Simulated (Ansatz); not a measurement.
The input, for Ansatz 0.2.0:

```yaml
crystal:
  periodic: [false, false, false]
  atoms:
    - {symbol: Ti, position_ang: [0.000000, 0.000000, 0.000000]}
    - {symbol: Si, position_ang: [0.000000, 0.000000, 2.483200]}
basis:
  gaussian: {orbitals: def2-SVP}
total_charge: 1
magnetization: {spin_polarized: false, initial_magnetization: 3}
correlation: {method: ccsdt_q, electrons: outside_noble_gas}
```

```sh
$ ansatz run in.yaml --threads 1 --pin off --events-out ev --progress --plain --max-ram 2393MiB
```

Output:

```
845 factors; integrals over basis functions are off by at most 1.8e-7 eV
mean field evaluation 1: about -30927.6651 eV, gradient 2.2e1 eV
mean field evaluation 2: about -30927.7106 eV, gradient 2.2e1 eV
mean field evaluation 4: about -30931.9129 eV, gradient 7.0e0 eV
mean field evaluation 8: about -30933.0771 eV, gradient 3.0e0 eV
mean field evaluation 16: about -30933.2087 eV, gradient 3.7e-1 eV
mean field evaluation 32: about -30930.2725 eV, gradient 2.0e1 eV
mean field evaluation 64: about -30933.2081 eV, gradient 4.0e-1 eV
mean field evaluation 96: about -30933.2994 eV, gradient 1.5e0 eV
mean field evaluation 128: about -30934.0722 eV, gradient 1.5e0 eV
mean field evaluation 160: about -30933.9402 eV, gradient 2.5e0 eV
...
cycle  70  -3.73867865 eV  change    5.6e-7 eV  update   2.4e-6
cycle  71  -3.73867923 eV  change   -5.8e-7 eV  update   1.9e-6
cycle  72  -3.73868015 eV  change   -9.1e-7 eV  update   1.5e-6
cycle  73  -3.73868125 eV  change   -1.1e-6 eV  update   1.3e-6
cycle  74  -3.73868244 eV  change   -1.2e-6 eV  update   9.6e-7
cycle  75  -3.73868332 eV  change   -8.8e-7 eV  update   7.6e-7
cycle  76  -3.73868388 eV  change   -5.6e-7 eV  update   5.9e-7
cycle  77  -3.73868437 eV  change   -5.0e-7 eV  update   4.7e-7
cycle  78  -3.73868470 eV  change   -3.3e-7 eV  update   3.8e-7
cycle  79  -3.73868483 eV  change   -1.2e-7 eV  update   3.1e-7
perturbative correction -0.07317989 eV, -0.0026893113 hartree
Total energy: -30938.45246304 eV, -1136.9671571804 hartree
```

Ran on 1 thread of Arm Neoverse V2, shared host: 81 s wall, 0.18 GiB peak host memory.
